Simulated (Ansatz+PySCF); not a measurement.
The numbers below are computed, except where a source is named.
Input for PySCF 2.14.0:

```python
from pyscf import gto, scf

mol = gto.M(atom="""
C 0.008680 -0.409600 -0.353380
C 0.004580 -0.439060 1.164350
O 0.008240 0.927800 -0.784200
H -0.889630 -0.966350 -0.721210
H 0.885950 -0.960720 -0.739430
H 0.006820 -1.473310 1.540710
H 0.899160 0.079640 1.547630
H -0.889170 0.072680 1.544960
H -0.005310 0.930230 -1.749920
""", basis='def2-svp', charge=0, spin=0)
mf = scf.RHF(mol)
mf.init_guess = 'minao'
mf.kernel()
while True:  # follow internal instabilities
    mo, _, stable, _ = mf.stability(return_status=True)
    if stable: break
    mf.kernel(mf.make_rdm1(mo, mf.mo_occ))
print(mf.converged, mf.e_tot, mf.spin_square()[0])
```

The script is written out from the run's settings.

Output:

```yaml
Converged: yes
Total_energy: -153.96623 hartree
Spin_squared_of_the_determinant: 0.000
```
